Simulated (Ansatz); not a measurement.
# BFH4Si (SMILES B[SiH2]F): one structure at several levels

The task here is to estimate one member of a computed series from the others.

Computed with Ansatz 0.2.0, Gaussian basis. Level: single points in def2-TZVPP.

Cores are frozen in the correlated methods.

## Starting geometry

SMILES `B[SiH2]F`, 7 atoms, charge 0, spin multiplicity 1.

Atoms are counted from 1 here; the program's logs count them from 0.

Bond lengths: B1–Si2 1.976 Å, B1–H4 1.213 Å, B1–H5 1.194 Å, Si2–F3 1.592 Å, Si2–H6 1.566 Å, Si2–H7 1.538 Å. Angles: Si2–B1–H4 123.2°, Si2–B1–H5 109.9°, H4–B1–H5 126.7°, B1–Si2–F3 115.1°, B1–Si2–H6 105.3°, B1–Si2–H7 103.7°, F3–Si2–H6 111.9°, F3–Si2–H7 111.1°, H6–Si2–H7 109.3°.

As a file:

```xyz
7
charge 0, multiplicity 1
B    -0.9003    0.1038   -0.8989
Si    0.6027   -0.2462    0.3359
F     0.7169   -1.7488    0.8507
H    -1.9083   -0.5710   -0.9263
H    -0.6895    1.0993   -1.5242
H     0.4100    0.7638    1.5176
H     1.8438    0.1543   -0.4787
```

The first run:

File run/in.yaml:

```yaml
crystal:
  periodic: [false, false, false]
  atoms:
    - {symbol: B, position_ang: [-0.900262, 0.103830, -0.898862]}
    - {symbol: Si, position_ang: [0.602741, -0.246250, 0.335876]}
    - {symbol: F, position_ang: [0.716895, -1.748836, 0.850679]}
    - {symbol: H, position_ang: [-1.908257, -0.571022, -0.926286]}
    - {symbol: H, position_ang: [-0.689542, 1.099261, -1.524200]}
    - {symbol: H, position_ang: [0.409998, 0.763759, 1.517636]}
    - {symbol: H, position_ang: [1.843804, 0.154312, -0.478727]}
basis:
  gaussian: {orbitals: def2-TZVPP}
hamiltonian: {xc: pbe, dispersion: d4}
output: {forces: true}
```

Command:

```bash
$ ansatz run in.yaml --threads 2 --pin off --events-out ev --progress --plain --max-ram 3481MiB
```

Steps of the session up to this table: PBE-D4/def2-TZVPP; r2SCAN-D4/def2-TZVPP; PBE0-D4/def2-TZVPP; wB97M-V/def2-TZVPP; CCSD(T)/def2-TZVPP.

One table of the session follows, with a row left open; its other results are not shown here.

| method | RMS force component (eV/Å) | angle to CCSD(T) forces (°) | dipole (D) |
| --- | --- | --- | --- |
| PBE-D4 | 0.527 | 23.8 | 0.99 |
| r2SCAN-D4 | 0.491 | 8.1 | 1.03 |
| PBE0-D4 | ? | ? | ? |
| wB97M-V | 0.572 | 7.5 | 1.07 |
| CCSD(T) | 0.533 | reference | 1.07 |

Q: Estimate the row for PBE0-D4 from the others.

As computed: RMS force component (eV/Å): 0.486; angle to CCSD(T) forces (°): 6.1; dipole (D): 1.11. In the column «RMS force component (eV/Å)» it is the lowest.

Limits of these values: The reference is not at the basis limit: in triple zeta CCSD(T) underbinds, which counts against methods that bind more; the gaps are no ranking.
